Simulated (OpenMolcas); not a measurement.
**NOF (SMILES O=NF): levels of theory compared**

Wanted: a comparison of 6 runs (HF/STO-3G, B2PLYP/STO-3G, M06-2X/STO-3G, PBE0/STO-3G, r2SCAN/STO-3G, MP2/STO-3G) of NOF. 

The calculation is run with OpenMolcas 26.06.

5 further runs of the same task are left out: 5 that didn't finish.

## (1) The structure to begin with

The species is NOF (3 atoms), meant as a singlet with charge 0. SMILES: `O=NF`. The N2–F3 distance was set to 2.611 Å, away from the relaxed value. At this shape a bond of the SMILES string is far longer than usual.

Bond lengths: O1–N2 1.139 Å.

## (2) A single-point energy at HF/STO-3G (run 1)

calc.inp

```
&GATEWAY
  BasLib=$CurrDir
  Coord
  3
  angstrom
  O        1.763045      -0.297072       0.939362
  N        1.029075      -1.021782       0.456602
  F       -1.028520       0.238580      -0.540950
  Basis=STO-3G
  Group=NoSym

&SEWARD

&SCF
  Thresholds=1e-10 1e-07 1e-07 1e-05
  PrOrbitals=1 1
```

The basis set STO-3G is read from a file made from the Basis Set Exchange's data (not shown).

Started as:

```
export MOLCAS_MEM=1860
pymolcas calc.inp > calc.log
```

Log:

```text
--- Start Module: gateway ---
[...]
--- Stop Module: gateway /rc=_RC_ALL_IS_WELL_ ---
--- Start Module: seward ---
[...]
      Basis functions           15
--- Stop Module: seward /rc=_RC_ALL_IS_WELL_ ---
--- Start Module: scf ---
[...]
       Convergence after  23 Iterations
[...]
::    Total SCF energy                               -225.2491269406
[...]
      Total spin, S                                     0.0000000000
[...]
      Total electronic charge=   24.000000
      Total            charge=   -0.000000
[...]
      Dipole Moment (debye):
      Origin of the operator (angstrom)=    0.4708   -0.2965    0.2274
                   X=  2.0302E+00               Y= -6.4500E-01               Z=  1.0490E+00           Total=  2.3745E+00
      Quadrupole Moment (debye*angstrom):
[...]
--- Stop Module: scf /rc=_RC_ALL_IS_WELL_ ---
[...]
```

It took 1.2 s on 1 thread of Intel Xeon 6975P-C (Granite Rapids), shared host; peak memory 0.37 GiB.

## (3) The energy at B2PLYP/STO-3G (run 2)

calc.inp

```
&GATEWAY
  BasLib
  $CurrDir
  Coord
  3
  angstrom
  O        1.763045      -0.297072       0.939362
  N        1.029075      -1.021782       0.456602
  F       -1.028520       0.238580      -0.540950
  Basis
  STO-3G
  Group
  NoSym

&SEWARD
  GridInput
  Grid=UltraFine
  End of Grid

&SCF
  KSDFT
  B2PLYP_SCF
  Thresholds
  1e-10 1e-07 1e-07 1e-05
  PrOrbitals
  1 1

&MBPT2
  Frozen
  3
```

The basis set STO-3G is read from a file made from the Basis Set Exchange's data (not shown).

Started as:

```
export MOLCAS_MEM=1860
pymolcas calc.inp > calc.log
```

Log:

```text
--- Start Module: gateway ---
[...]
--- Stop Module: gateway /rc=_RC_ALL_IS_WELL_ ---
[...]
      Basis functions           15
[...]
--- Start Module: scf ---
[...]
       Convergence after  23 Iterations
[...]
::    Total KS-DFT energy                            -225.9648507723
[...]
      Total spin, S                                     0.0000000000
[...]
      Total electronic charge=   24.000000
      Total            charge=   -0.000000
[...]
      Dipole Moment (debye):
      Origin of the operator (angstrom)=    0.4708   -0.2965    0.2274
                   X=  1.8440E+00               Y= -4.3364E-01               Z=  9.6921E-01           Total=  2.1278E+00
      Quadrupole Moment (debye*angstrom):
[...]
--- Stop Module: scf /rc=_RC_ALL_IS_WELL_ ---
[...]
--- Start Module: mbpt2 ---
[...]
 ###    WARNING: MP2 implementation intended for RHF references only         ###
 ###############################################################################
MBPT2 WARNING: Reference function according to RunFile:KS-DFT
I'll assume you know what you're doing and continue
WARNING!
Default frozen orbitals as non valence orbitals is overwritten by user input.
Default values:   3
[...]
       Reference weight ( Cref**2 )         =        0.43652
::    Total MBPT2 energy                             -226.4800536615
[...]
      Total MBPT2 calculations                           0.02      0.02
--- Stop Module: mbpt2 /rc=_RC_ALL_IS_WELL_ ---
[...]
```

Wall time 2.7 s (1 thread of Intel Xeon 6975P-C (Granite Rapids), shared host); peak memory 0.37 GiB.

Runs 3 to 4 aren't shown in full; the table further down has their settings and results.

## (4) The energy at r2SCAN/STO-3G (run 5)

calc.input

```
>>> EXPORT MOLCAS_PRINT=2

&GATEWAY
 BASLIB
 $CurrDir
 COORD
 3
 angstrom
 O        1.763045      -0.297072       0.939362
 N        1.029075      -1.021782       0.456602
 F       -1.028520       0.238580      -0.540950
 BASIS
 STO-3G
 GROUP
 NoSym

&SEWARD
 GRIDINPUT
 Grid=UltraFine
 End of Grid

&SCF
 KSDFT
 2
 1.0 MGGA_X_R2SCAN
 1.0 MGGA_C_R2SCAN
 THRESHOLDS
 1e-10 1e-07 1e-07 1e-05
 PRORBITALS
 1 1
```

The basis set STO-3G is read from a file made from the Basis Set Exchange's data (not shown).

Started as:

```
export MOLCAS_MEM=1860
pymolcas calc.input > calc.log
```

Log:

```text
--- Start Module: gateway ---
[...]
--- Stop Module: gateway /rc=_RC_ALL_IS_WELL_ ---
--- Start Module: seward ---
[...]
      Basis functions           15
--- Stop Module: seward /rc=_RC_ALL_IS_WELL_ ---
--- Start Module: scf ---
[...]
       Convergence after  34 Iterations
[...]
::    Total KS-DFT energy                            -225.5419909620
[...]
      Total spin, S                                     0.0000000000
[...]
      Total electronic charge=   24.000000
      Total            charge=   -0.000000
[...]
      Dipole Moment (debye):
      Origin of the operator (angstrom)=    0.4708   -0.2965    0.2274
                   X=  1.1727E+01               Y= -4.4768E+00               Z=  5.9778E+00           Total=  1.3903E+01
      Quadrupole Moment (debye*angstrom):
[...]
--- Stop Module: scf /rc=_RC_ALL_IS_WELL_ ---
[...]
```

Run time: 4.8 s. Hardware: 1 thread of Intel Xeon 6975P-C (Granite Rapids), shared host; peak memory 0.37 GiB.

## (5) A single-point energy at MP2/STO-3G (run 6)

calc.inp

```
* FNO MP2
&GATEWAY
BasLib=$CurrDir
Coord
3
angstrom
O        1.763045      -0.297072       0.939362
N        1.029075      -1.021782       0.456602
F       -1.028520       0.238580      -0.540950
Basis=STO-3G
Group=NoSym
&SEWARD
&SCF
Thresholds=1e-10 1e-07 1e-07 1e-05
PrOrbitals=1 1
&MBPT2
Frozen=3
```

The basis set STO-3G is read from a file made from the Basis Set Exchange's data (not shown).

Started as:

```
export MOLCAS_MEM=1860
pymolcas calc.inp > calc.log
```

Log:

```text
--- Start Module: gateway ---
[...]
--- Stop Module: gateway /rc=_RC_ALL_IS_WELL_ ---
[...]
      Basis functions           15
[...]
--- Start Module: scf ---
[...]
       Convergence after  23 Iterations
[...]
::    Total SCF energy                               -225.2491269406
[...]
      Total spin, S                                     0.0000000000
[...]
      Total electronic charge=   24.000000
      Total            charge=   -0.000000
[...]
      Dipole Moment (debye):
      Origin of the operator (angstrom)=    0.4708   -0.2965    0.2274
                   X=  2.0302E+00               Y= -6.4500E-01               Z=  1.0490E+00           Total=  2.3745E+00
      Quadrupole Moment (debye*angstrom):
[...]
--- Stop Module: scf /rc=_RC_ALL_IS_WELL_ ---
--- Start Module: mbpt2 ---
[...]
WARNING!
Default frozen orbitals as non valence orbitals is overwritten by user input.
Default values:   3
[...]
       Reference weight ( Cref**2 )         =        0.68251
::    Total MBPT2 energy                             -225.5790803375
[...]
      Total MBPT2 calculations                           0.02      0.02
--- Stop Module: mbpt2 /rc=_RC_ALL_IS_WELL_ ---
[...]
```

It took 1.2 s on 1 thread of Intel Xeon 6975P-C (Granite Rapids), shared host; peak memory 0.37 GiB.

## (6) All runs side by side

```csv
run,level,frozen core orbitals,integration grid,energy (Eh),dipole moment (D) of the reference,HOMO energy (eV),LUMO energy (eV),wall time
1,HF/STO-3G,–,–,-225.249127,2.37,-4.63,1.84,1.2 s
2,B2PLYP/STO-3G,3,UltraFine,-226.103956,2.13,-3.68,0.12,2.7 s
3,M06-2X/STO-3G,–,UltraFine,-226.294800,2.14,-3.85,-0.02,3.9 s
4,PBE0/STO-3G,–,UltraFine,-226.129506,2.14,-3.06,-0.82,4.2 s
5,r2SCAN/STO-3G,–,UltraFine,-225.541991,13.90,–,–,4.8 s
6,MP2/STO-3G,3,–,-225.579080,2.37,-4.63,1.84,1.2 s
```

## (7) Results

```
                                          quantity          value
                               run 6: total energy  -225.57908 Eh
         run 6: dipole moment (mean-field density)         2.37 D
        run 6: HOMO energy (Hartree–Fock orbitals)       -4.63 eV
        run 6: LUMO energy (Hartree–Fock orbitals)        1.84 eV
      run 6: HOMO–LUMO gap (Hartree–Fock orbitals)        6.47 eV
run 6: correlation energy (3 core orbitals frozen)     -330.0 mEh
```

In words: Over runs 1, 2, 3, 4, 5 the dipole moment (its size) runs from 2.13 D (B2PLYP/STO-3G) to 13.90 D (r2SCAN/STO-3G). A double hybrid's value is that of its SCF part. So wide a spread suggests that the runs ended on unlike SCF solutions, not only an effect of the method. Over runs 1, 2, 3, 4 the HOMO–LUMO gap runs from 2.23 eV (PBE0/STO-3G) to 6.47 eV (HF/STO-3G). Exact exchange widens orbital gaps. For B2PLYP the log adds the whole second-order term; the table takes 0.27 of it, as the functional is defined. Totals of different functionals can't be ranked against each other. In runs 1, 2, 3, 4, 5, 6 the basis is minimal, so the values are rough. In runs 1, 2, 3, 4, 5, 6 a closed-shell determinant meets a far-stretched bond, which it describes badly. All runs together took 18 s, the longest 4.8 s.
